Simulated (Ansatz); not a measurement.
in.yaml

```yaml
crystal:
  periodic: [false, false, false]
  atoms:
    - {symbol: As, position_ang: [0.003221, 0.005387, -0.036985]}
    - {symbol: H, position_ang: [1.262334, 0.019362, 0.817398]}
    - {symbol: H, position_ang: [-0.645817, 1.092189, 0.807492]}
    - {symbol: H, position_ang: [-0.855933, -1.511998, 1.124231]}
basis:
  gaussian: {orbitals: 6-31G}
magnetization: {spin_polarized: false}
correlation: {method: ccsdtq, electrons: outside_noble_gas}
```

```sh
$ ansatz run in.yaml --threads 1 --pin off --events-out ev --progress --plain --max-ram 2393MiB
```

Log:

```
591 factors; integrals over basis functions are off by at most 7.3e-8 eV
mean field evaluation 1: about -60830.8463 eV, gradient 7.3e0 eV
mean field evaluation 2: about -60830.8461 eV, gradient 7.3e0 eV
mean field evaluation 4: about -60831.1435 eV, gradient 4.4e-1 eV
mean field evaluation 8: about -60831.1447 eV, gradient 2.2e-6 eV
mean field evaluation 16: about -60831.1446 eV, gradient 1.3e-1 eV
mean field -60831.14473939 eV, -2235.5033363417 hartree, gradient 9.8e-7 eV, S^2 0.000000; 0 other end points of the search recorded, 0 dependent functions left out; unrestricted orbitals would lower it
14 core orbitals not correlated: weight in the atoms' cores, before any rotation towards them, 0.999 or more for the frozen orbitals, at most 0.000 for the correlated occupied ones
reference -60831.14473939 eV, -2235.5033363417 hartree; 4, 4 occupied and 17, 17 virtual orbitals, 591 factors
second order -1.95067557 eV of doubles, -0.00000000 eV of singles
cycle   1  -2.43965633 eV  change   -4.9e-1 eV  update   7.6e-2
cycle   2  -2.81735958 eV  change   -3.8e-1 eV  update   3.9e-2
cycle   3  -2.81666007 eV  change    7.0e-4 eV  update   8.3e-3
cycle   4  -2.82154160 eV  change   -4.9e-3 eV  update   3.1e-3
cycle   5  -2.82132158 eV  change    2.2e-4 eV  update   1.3e-3
cycle   6  -2.82116382 eV  change    1.6e-4 eV  update   4.6e-4
cycle   7  -2.82155446 eV  change   -3.9e-4 eV  update   1.3e-4
cycle   8  -2.82148826 eV  change    6.6e-5 eV  update   4.4e-5
cycle   9  -2.82145184 eV  change    3.6e-5 eV  update   1.6e-5
cycle  10  -2.82146597 eV  change   -1.4e-5 eV  update   6.1e-6
cycle  11  -2.82146335 eV  change    2.6e-6 eV  update   2.2e-6
cycle  12  -2.82146378 eV  change   -4.3e-7 eV  update   7.2e-7
Total energy: -60833.96620317 eV, -2235.6070232233 hartree
```

For the same geometry and basis full CI lies 0.1 meV lower.

Ran on 1 thread of Arm Neoverse V2, shared host: 5.5 s wall, 0.19 GiB peak host memory.
